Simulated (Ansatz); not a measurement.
## Worked example: correlation energy of [H···H···SiH], doublet

Geometry: a point of a hydrogen-transfer path between rigid fragments, not a stationary point.

```xyz
4

H    -2.4053    0.0479    0.0000
H    -1.4183    0.0479    0.0000
Si    0.1187    0.0479    0.0000
H     0.5152   -1.4316    0.0000
```

Basis cc-pVDZ; Ansatz 0.2.0. Only valence electrons are correlated (noble-gas cores frozen), which leaves 7 electrons in 28 orbitals. Prefix R: restricted or restricted open-shell reference.

Full CI is exact within this basis and frozen core; it isn't the basis-set limit.

Runs differ by some tens of microhartree through their thresholds and, for an open shell, their frozen cores, so steps under 0.03 kcal/mol mean nothing.

```csv
level,total energy (hartree)
RHF,-290.489192
RMP2,-290.600761
RCCSD,-290.634600
RCCSD(T),-290.638504
RCCSDT,-290.639579
RCCSDT(Q),-290.639728
RCCSDTQ,-290.639755
full CI,-290.639757
```

What is the correlation energy at full CI, and what share of it do RMP2 and RCCSDT recover?

E(corr) = -290.639757 − (-290.489192) = -0.150565 hartree = -4.097 eV. RMP2: -0.111569 / -0.150565 = 74.10 %. RCCSDT: -0.150387 / -0.150565 = 99.88 %.

By how many kcal/mol does RCCSD(T) miss full CI (1 hartree = 627.509 kcal/mol), and which steps make up the rest?

-290.638504 − (-290.639757) = 0.001253 hartree = 0.79 kcal/mol. Steps: RCCSDT − RCCSD(T) = -0.67, RCCSDT(Q) − RCCSDT = -0.09, RCCSDTQ − RCCSDT(Q) = -0.02, full CI − RCCSDTQ = 0.00 kcal/mol. That is within 1 kcal/mol of the reference in this basis, which itself misses far more of the correlation at the basis-set limit.
